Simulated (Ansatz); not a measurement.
# [H···H···F], doublet along the distance H1-H2

Starting geometry:

```yaml
atoms:
  - { symbol: H, position_ang: [0.0000, 0.0000, -0.9603] }
  - { symbol: H, position_ang: [0.0000, 0.0000, -0.2153] }
  - { symbol: F, position_ang: [0.0000, 0.0000, 1.1757] }
```

From there H2 is moved from one fragment to the other while all else, the fragments' distance too, stays fixed; atoms are numbered as listed. Energies are in eV, counted from the starting geometry at the same level. Kohn–Sham curves are unrestricted where that lies lower.

Basis cc-pVDZ; Ansatz 0.2.0. Correlated methods freeze the noble-gas cores.

In so small a basis the reference is far from its limit while semilocal and hybrid functionals are nearer theirs (RPA and double hybrids share much of the reference's basis error), so the functionals' errors here hold much of the reference's basis and frozen-core error, which can add to them or hide them.

Full CI is exact within this basis and frozen core; it isn't the basis-set limit.

| distance H1-H2 (Å) | full CI | PBE | r2SCAN | PBE0 | B3LYP | wB97X-V | wB97M-V | B2PLYP | PBE-QIDH | RPA-PBE |
| --- | --- | --- | --- | --- | --- | --- | --- | --- | --- | --- |
| 0.693 | 0.111 | 0.218 | 0.182 | 0.170 | 0.172 | 0.154 | 0.151 | 0.141 | 0.114 | 0.141 |
| 0.745 | 0.000 | 0.000 | 0.000 | 0.000 | 0.000 | 0.000 | 0.000 | 0.000 | 0.000 | 0.000 |
| 0.815 | -0.061 | -0.182 | -0.144 | -0.126 | -0.124 | -0.103 | -0.105 | -0.096 | -0.063 | -0.080 |
| 0.885 | -0.122 | -0.309 | -0.251 | -0.216 | -0.206 | -0.173 | -0.183 | -0.176 | -0.129 | -0.119 |
| 0.955 | -0.257 | -0.435 | -0.379 | -0.333 | -0.304 | -0.276 | -0.297 | -0.304 | -0.275 | -0.185 |
| 1.026 | -0.478 | -0.580 | -0.544 | -0.502 | -0.443 | -0.438 | -0.469 | -0.497 | -0.513 | -0.311 |
| 1.096 | -0.732 | -0.722 | -0.712 | -0.692 | -0.600 | -0.628 | -0.664 | -0.710 | -0.779 | -0.478 |
| 1.166 | -0.937 | -0.806 | -0.821 | -0.838 | -0.712 | -0.775 | -0.812 | -0.872 | -0.992 | -0.619 |
| 1.236 | -0.979 | -0.735 | -0.772 | -0.830 | -0.675 | -0.768 | -0.804 | -0.877 | -1.042 | -0.618 |
